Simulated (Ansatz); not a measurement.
# C6H5F: basis-set convergence

The task here is to estimate one member of a computed series from the others.

Method: one geometry, several basis sets; program: Ansatz 0.2.0, Gaussian basis.

Plan: PBE0-D4/def2-SVP; ωB97M-V/def2-SVP; PBE0-D4/def2-QZVPP; ωB97M-V/def2-QZVPP; the functionals' def2-TZVPP values are taken from earlier runs.

### The geometry

An earlier PBE0-D4 in a triple-zeta def2 set relaxation fixed the geometry.

SMILES `Fc1ccccc1`, 12 atoms, charge 0, spin multiplicity 1.

Atoms are counted from 1 here; the program's logs count them from 0.

Bond lengths: F1–C2 1.340 Å, C2–C3 1.381 Å, C2–C7 1.381 Å, C3–C4 1.387 Å, C3–H8 1.083 Å, C4–C5 1.387 Å, C4–H9 1.084 Å, C5–C6 1.387 Å, C5–H10 1.083 Å, C6–C7 1.387 Å, C6–H11 1.084 Å, C7–H12 1.083 Å. Angles: F1–C2–C3 118.9°, F1–C2–C7 118.9°, C3–C2–C7 122.3°, C2–C3–C4 118.5°, C2–C3–H8 119.7°, C4–C3–H8 121.9°, C3–C4–C5 120.5°, C3–C4–H9 119.4°, C5–C4–H9 120.1°, C4–C5–C6 119.8°, C4–C5–H10 120.1°, C6–C5–H10 120.1°, C5–C6–C7 120.5°, C5–C6–H11 120.1°, C7–C6–H11 119.4°, C2–C7–C6 118.5°, C2–C7–H12 119.7°, C6–C7–H12 121.9°.

As a file:

```
F     0.37979   -2.65651   -0.04609
C     0.19306   -1.33027   -0.02162
C    -0.73921   -0.80442    0.85128
C    -0.92604    0.56974    0.86995
C    -0.19016    1.39158    0.02862
C     0.73967    0.83579   -0.83816
C     0.93949   -0.53629   -0.87017
H    -1.30104   -1.46683    1.49795
H    -1.65368    0.99875    1.54900
H    -0.34114    2.46405    0.04843
H     1.31719    1.47325   -1.49750
H     1.65907   -0.99404   -1.53749
```

The first run:

in.yaml reads:

```yaml
crystal:
  periodic: [false, false, false]
  atoms:
    - {symbol: F, position_ang: [0.379794, -2.656512, -0.046091]}
    - {symbol: C, position_ang: [0.193055, -1.330265, -0.021625]}
    - {symbol: C, position_ang: [-0.739210, -0.804417, 0.851275]}
    - {symbol: C, position_ang: [-0.926042, 0.569741, 0.869950]}
    - {symbol: C, position_ang: [-0.190158, 1.391576, 0.028618]}
    - {symbol: C, position_ang: [0.739674, 0.835790, -0.838156]}
    - {symbol: C, position_ang: [0.939493, -0.536293, -0.870170]}
    - {symbol: H, position_ang: [-1.301042, -1.466832, 1.497955]}
    - {symbol: H, position_ang: [-1.653681, 0.998749, 1.549002]}
    - {symbol: H, position_ang: [-0.341139, 2.464052, 0.048430]}
    - {symbol: H, position_ang: [1.317189, 1.473255, -1.497496]}
    - {symbol: H, position_ang: [1.659069, -0.994044, -1.537494]}
basis:
  gaussian: {orbitals: def2-SVP}
hamiltonian: {xc: pbe0, dispersion: d4}
output: {orbitals: {seedname: orbitals}}
```

Command:

```console
$ ansatz run in.yaml --threads 4 --pin off --events-out ev --progress --plain --max-ram 10444MiB
```

Among the steps run: PBE0-D4 in def2-SVP; ωB97M-V in def2-SVP; PBE0-D4 in def2-QZVPP; ωB97M-V in def2-QZVPP.

One table of the session follows, with a row left open; its other results are not shown here.

It belongs to the step «Density functionals: the series». 

```
functional       basis  HOMO (eV)  LUMO (eV)
   PBE0-D4    def2-SVP      -7.18      -0.38
   PBE0-D4  def2-TZVPP      -7.21      -0.51
   PBE0-D4  def2-QZVPP      -7.24      -0.55
   ωB97M-V    def2-SVP      -9.26       1.72
   ωB97M-V  def2-TZVPP      -9.30       1.52
   ωB97M-V  def2-QZVPP          ?          ?
```

Estimate the missing values for ωB97M-V, def2-QZVPP.

The run gave: HOMO (eV): -9.33; LUMO (eV): 1.43. In the column «HOMO (eV)» it is the lowest.
